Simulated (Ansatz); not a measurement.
# C7H8: basis-set convergence

How large a basis does C7H8 need? Two functionals are run in growing sets.

Program: Ansatz 0.2.0, Gaussian basis. Level of theory: one geometry, several basis sets. These are calculated values, not measurements.

Levels to be run: PBE0-D4/def2-SVP; ωB97M-V/def2-SVP; PBE0-D4/def2-QZVPP; ωB97M-V/def2-QZVPP; the functionals' def2-TZVPP values are taken from earlier runs.

### Step 1. The geometry

The geometry comes from an earlier relaxation with PBE0-D4 in a triple-zeta def2 set; it is a stationary point, not always the lowest conformer.

SMILES `C1=CC2(C=C1)CC2`, 15 atoms, charge 0, spin multiplicity 1.

Atoms are counted from 1 here; the program's logs count them from 0.

Bond lengths: C1–C2 1.346 Å, C1–C5 1.457 Å, C1–H8 1.082 Å, C2–C3 1.469 Å, C2–H9 1.082 Å, C3–C4 1.469 Å, C3–C6 1.522 Å, C3–C7 1.522 Å, C4–C5 1.346 Å, C4–H10 1.082 Å, C5–H11 1.082 Å, C6–C7 1.476 Å, C6–H12 1.082 Å, C6–H13 1.082 Å, C7–H14 1.082 Å, C7–H15 1.082 Å. Angles: C2–C1–C5 109.0°, C2–C1–H8 126.1°, C5–C1–H8 124.8°, C1–C2–C3 108.3°, C1–C2–H9 127.4°, C3–C2–H9 124.3°, C2–C3–C4 105.3°, C2–C3–C6 122.0°, C2–C3–C7 122.0°, C4–C3–C6 122.0°, C4–C3–C7 122.0°, C6–C3–C7 58.0°, C3–C4–C5 108.3°, C3–C4–H10 124.3°, C5–C4–H10 127.4°, C1–C5–C4 109.0°, C1–C5–H11 124.8°, C4–C5–H11 126.1° and more.

### Step 2. PBE0-D4 in def2-SVP

in.yaml

```yaml
crystal:
  periodic: [false, false, false]
  atoms:
    - {symbol: C, position_ang: [-0.374058, -1.973951, 0.142546]}
    - {symbol: C, position_ang: [-0.442851, -0.858125, 0.892948]}
    - {symbol: C, position_ang: [0.018637, 0.274220, 0.078989]}
    - {symbol: C, position_ang: [0.364048, -0.302253, -1.227178]}
    - {symbol: C, position_ang: [0.129258, -1.627222, -1.179900]}
    - {symbol: C, position_ang: [0.796121, 1.436557, 0.679644]}
    - {symbol: C, position_ang: [-0.585347, 1.664684, 0.213686]}
    - {symbol: H, position_ang: [-0.645441, -2.972567, 0.458107]}
    - {symbol: H, position_ang: [-0.775251, -0.775597, 1.918943]}
    - {symbol: H, position_ang: [0.740975, 0.268901, -2.064838]}
    - {symbol: H, position_ang: [0.284788, -2.331726, -1.986093]}
    - {symbol: H, position_ang: [1.615664, 1.821937, 0.087203]}
    - {symbol: H, position_ang: [0.985064, 1.387515, 1.744092]}
    - {symbol: H, position_ang: [-1.371090, 1.776600, 0.949376]}
    - {symbol: H, position_ang: [-0.740497, 2.211026, -0.707507]}
basis:
  gaussian: {orbitals: def2-SVP}
hamiltonian: {xc: pbe0, dispersion: d4}
output: {orbitals: {seedname: orbitals}}
```

Started as:

```
$ ansatz run in.yaml --threads 2 --pin off --events-out ev --progress --plain --max-ram 32768MiB --backend cpu
```

The runs that follow: ωB97M-V in def2-SVP; PBE0-D4 in def2-QZVPP; ωB97M-V in def2-QZVPP.

Before running them: what should the planned runs give, taken together? Wanted: PBE0-D4: double and triple zeta above quadruple; ωB97M-V: double and triple zeta above quadruple.

The runs gave:

| quantity | value |
| --- | --- |
| PBE0-D4: double and triple zeta above quadruple | 8.21, 0.39 eV |
| ωB97M-V: double and triple zeta above quadruple | 8.57, 0.37 eV |

For PBE0-D4 the step from double to triple zeta gains 7.81 eV and the next only 0.39 eV. These are total energies; as a rule much of such shifts cancels in differences, which this series doesn't test.
